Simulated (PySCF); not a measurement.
C3H6ClN.
SMILES: `NC/C=C\Cl`

Method: MP2 and CCSD/aug-cc-pVDZ in PySCF, restricted Hartree–Fock reference, 9 core orbitals frozen, non-relativistic, gas phase, PBE0-D3(BJ)/def2-SVP geometry.

E(HF) = -631.04336 Eh.

Problem. How large is the problem?

Solution. 173 basis functions and 48 electrons; 9 orbitals frozen, which leaves o = 15 correlated occupied and v = 149 virtual orbitals. That is o·v = 2235 singles and o·v(o·v + 1)/2 = 2498730 distinct closed-shell doubles amplitudes before symmetry; the costliest CCSD step grows as o²v⁴ = 1.1 × 10^11.

Problem. What are the MP2 and CCSD correlation energies?

Solution. MP2 -0.7534 Eh and CCSD -0.8037 Eh, which gives totals of -631.79673 and -631.84709 Eh. That is 0.729 eV for each correlated electron at CCSD (2110 kJ/mol in all, 0.127 % of the total energy); MP2 gives 93.7 % of the CCSD value.

Problem. What is the T1 diagnostic?

Solution. 0.0109, below the customary warning level of 0.02. It is the norm of the spatial-orbital singles amplitudes over the root of the number of correlated electrons, so the norm is 0.060.

Problem. How does correlation change the dipole moment?

Solution. HF gives 1.01 D and CCSD (unrelaxed density) 0.80 D, a change of -0.21 D; the two vectors are 9° apart.

Connected triples and the basis-set limit are missing.

The values belong to the conformer `[NH2:1][CH2:2]/[CH:3]=[CH:4]\[Cl:5]`: N1–C2–C3–C4 -138°, H–N1–C2–C3 -175°, H–N1–C2–C3 68°.
